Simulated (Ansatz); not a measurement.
Si$_{4}$Sn$_{15}$C: can entropy hold this alloy together?

Method: DFT PBE, scalar-relativistic, plane waves, PAW (Ansatz).

Plane waves to 420 eV, a k mesh through Γ of 5×5×3 on the computed 20-atom cell and Gaussian smearing (0.10 eV); no spin polarisation.

Cells of 20 atoms on a diamond lattice, 1 C, 4 Si, 15 Sn, each occupation relaxed without symmetry on a coarser mesh and computed once more. α is the first-shell Warren–Cowley parameter of unlike pairs (negative: unlike neighbours in excess, 0: random), given as its mean and root mean square over the pairs, since a mean near 0 can hide order that cancels. ΔH counts from the elements in their standard crystals.

| cell | mean α | rms α | ΔH (meV/atom) | V (Å³/atom) | rms shift from sites (Å) |
| --- | --- | --- | --- | --- | --- |
| 1 | -0.06 | 0.15 | 227 | 30.35 | 0.31 |
| 2 | -0.72 | 1.63 | 236 | 30.14 | 0.40 |
| 3 | 0.33 | 0.64 | 208 | 30.38 | 0.29 |

Problem. Weigh the mixing energy against the ideal entropy.

Solution. Ideal mixing gives S = −k_B Σ x ln x = 0.687 k_B per atom (5.7 J/(mol K)), worth 59 meV/atom at 1000 K. The cell nearest to random, 1, has ΔH = 227 meV/atom. Against the pure elements it breaks even at T = ΔH/S = 3830 K, beyond the melting of most metals, so a solid solution isn't expected. ΔH includes the cost of putting the elements on this lattice where they prefer another, and what the coarser relaxation leaves, which can only raise it; vibrational entropy is left out. An error of 8 meV/atom in ΔH, as mesh and relaxation can leave, moves such a temperature by 140 K, and the spread of these cells, 28 meV/atom, by 470 K.

The final mesh leaves forces up to 0.24 eV/Å and stresses up to 0.1 GPa.

Cost: 6 runs of about 55 core-minutes in all (earlier runs that led there not counted), on Arm Neoverse V2 (shared hosts).